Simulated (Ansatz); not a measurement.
We consider hcp Zr, described by PBEsol (Ansatz, an electronic-structure program, plane waves, PAW).

Numerical settings: plane-wave cutoff 520 eV, 18×18×12 k mesh (along the axes of the cell as run), Fermi–Dirac smearing 0.05 eV, scalar-relativistic PAW data made under PBE.

Response to compression and expansion:

Shape and atoms are relaxed at each volume.

| V (Å³/atom) | P (GPa) | c (Å) | a (Å) |
|---|---|---|---|
| 21.562 | 4.27 | 5.062 | 3.137 |
| 22.012 | 2.05 | 5.087 | 3.161 |
| 22.461 | 0.00 | 5.113 | 3.185 |
| 22.910 | -1.89 | 5.141 | 3.208 |
| 23.359 | -3.63 | 5.169 | 3.230 |
